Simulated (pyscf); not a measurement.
H₃C–Zn–CH₃ + CH₃• → H₃C–CH₃ + [H₃C–Zn]•, a substitution at C (doublet surface; C–Zn broken, C–C formed). Optimised with ωB97X-D3(BJ)/def2-SVP in PySCF. Energies in kcal/mol from the separated reactants.

Small-basis levels: PySCF, no dispersion term, spherical d functions. AM1 to PM7: differences of heats of formation from MOPAC. Open shells are spin-unrestricted. 

```
level                   barrier  reaction energy
----------------------  -------  ---------------
HF/3-21G                   48.4             -9.4
HF/6-31G*+LANL2DZ          42.2            -27.8
PBE/def2-SVP               20.4            -22.3
B3LYP/def2-SVP             26.3            -23.0
PM3                        22.2            -17.5
PM6                        37.2            -21.6
PM7                        24.7            -10.1
ωB97M-D3(BJ)/def2-TZVP     29.5            -22.8
```

Against the last row the barrier runs from -9.1 (PBE/def2-SVP) to +18.9 kcal/mol (HF/3-21G). ωB97M-D3(BJ)/def2-TZVP has limits of its own. One saddle was located; it need not be the lowest between these sides. The angle at the attacked C is 180°. In the def2 sets elements up to Kr have no core potential.
